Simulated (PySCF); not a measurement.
Gas-phase reaction: 5 C2H4 ⇌ 2 CH4 + 2 C4H6 (butadiene)

Method: PySCF energies (xtb for GFN2) plus ideal-gas RRHO corrections (1 bar). Table values come from the NASA 1993 polynomials. † marks an energy on the PBE0/def2-TZVP geometry and frequencies; other levels use their own. MP2 and CCSD(T) freeze the core. 6-31G* has spherical d functions here. All species are closed-shell singlets. MP2 isn't extrapolated to the basis-set limit. CCSD(T) isn't extrapolated to the basis-set limit.

```json
[
 {"level": "table", "ΔH°(298 K), kJ": "-191.7"},
 {"level": "BLYP/def2-TZVP†", "ΔH°(298 K), kJ": "-169.0"},
 {"level": "CCSD(T)/def2-SVP†", "ΔH°(298 K), kJ": "-193.9"},
 {"level": "GFN2-xTB", "ΔH°(298 K), kJ": "___"},
 {"level": "HF/6-31G*", "ΔH°(298 K), kJ": "___"},
 {"level": "MP2/def2-SVP†", "ΔH°(298 K), kJ": "-217.1"},
 {"level": "MP2/def2-TZVPP†", "ΔH°(298 K), kJ": "-207.5"},
 {"level": "PBE/def2-TZVP†", "ΔH°(298 K), kJ": "___"},
 {"level": "PBE0/def2-TZVP", "ΔH°(298 K), kJ": "___"},
 {"level": "LDA/def2-TZVP†", "ΔH°(298 K), kJ": "-261.2"},
 {"level": "ωB97M-V/def2-TZVP†", "ΔH°(298 K), kJ": "-188.2"}
]
```

Question: Complete the blanks.

Answer: 
- GFN2-xTB, ΔH°(298 K), kJ: -248.4
- HF/6-31G*, ΔH°(298 K), kJ: -176.9
- PBE/def2-TZVP†, ΔH°(298 K), kJ: -207.8
- PBE0/def2-TZVP, ΔH°(298 K), kJ: -211.4
